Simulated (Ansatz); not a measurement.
# Other spins and charges of H2Al–AlH2, singlet at one geometry

Geometry (PBE0/def2-TZVP stationary point for this spin, not checked as a minimum):

```yaml
atoms:
  - { symbol: Al, position_ang: [0.0000, 0.0000, 1.3086] }
  - { symbol: Al, position_ang: [0.0000, 0.0000, -1.3086] }
  - { symbol: H, position_ang: [0.0000, 1.3533, 2.1524] }
  - { symbol: H, position_ang: [0.0000, -1.3533, 2.1524] }
  - { symbol: H, position_ang: [0.0000, 1.3533, -2.1524] }
  - { symbol: H, position_ang: [0.0000, -1.3533, -2.1524] }
```

Basis cc-pVDZ; Ansatz 0.2.0. Only valence electrons are correlated (noble-gas cores frozen). Prefix R: restricted or restricted open-shell reference; prefix U: unrestricted. Active spaces: valence = (10e, 12o) chosen from the atoms' valence shells.

Gaps are energies of the second state less the first, at fixed atoms, for a selection of the levels run; each method lands on the state that its own search finds for that charge and spin.

Removing an electron, to the doublet: 8.952 eV at UCCSDT(Q).

```
                   level  gap (eV)  error (meV)
                     RHF     8.447         -505
                     UHF     8.379         -573
                    RMP2     8.918          -34
                    UMP2     8.906          -46
                    CISD     8.883          -69
                   RCCSD     8.949           -3
                   UCCSD     8.947           -5
                RCCSD(T)     8.955            3
                UCCSD(T)     8.955            3
                 BCCD(T)     8.956            4
                  RCCSDT     8.950           -2
                  UCCSDT     8.950           -2
               RCCSDT(Q)     8.952            0
  CASSCF (valence space)     8.405         -547
  NEVPT2 (valence space)     8.674         -278
  MRCISD (valence space)     8.890          -62
MRCISD+Q (valence space)     8.941          -11
                     PBE     8.780         -172
                  r2SCAN     8.871          -81
                    PBE0     8.945           -7
                   B3LYP     8.964           12
                 wB97M-V     9.052          100
                  B2PLYP     8.936          -16
                 RPA-PBE     9.015           63
```

Triplet less singlet: 2.101 eV at UCCSDT(Q).

| level | gap (eV) | error (meV) |
| --- | --- | --- |
| RHF | 1.877 | -224 |
| UHF | 1.856 | -245 |
| RMP2 | 2.123 | 22 |
| UMP2 | 2.118 | 17 |
| CISD | 2.089 | -12 |
| RCCSD | 2.128 | 27 |
| UCCSD | 2.127 | 26 |
| RCCSD(T) | 2.114 | 13 |
| UCCSD(T) | 2.113 | 12 |
| BCCD(T) | 2.113 | 12 |
| RCCSDT | 2.101 | 0 |
| UCCSDT | 2.101 | 0 |
| RCCSDT(Q) | 2.101 | 0 |
| CASSCF (valence space) | 2.062 | -39 |
| NEVPT2 (valence space) | 2.030 | -71 |
| MRCISD (valence space) | 2.105 | 4 |
| MRCISD+Q (valence space) | 2.100 | -1 |
| PBE | 1.776 | -325 |
| r2SCAN | 1.738 | -363 |
| PBE0 | 1.927 | -174 |
| B3LYP | 2.073 | -28 |
| wB97M-V | 2.356 | 255 |
| B2PLYP | 2.162 | 61 |
| RPA-PBE | 2.055 | -46 |

In so small a basis the reference is far from its limit while semilocal and hybrid functionals are nearer theirs (RPA and double hybrids share much of the reference's basis error), so the functionals' errors here hold much of the reference's basis and frozen-core error, which can add to them or hide them.

Full CI isn't at hand for all of this; UCCSDT(Q) serves as the reference, and is uncertain by about the last step of the cluster series. The frozen core follows each run's orbitals, which can shift R against U totals by a few meV.
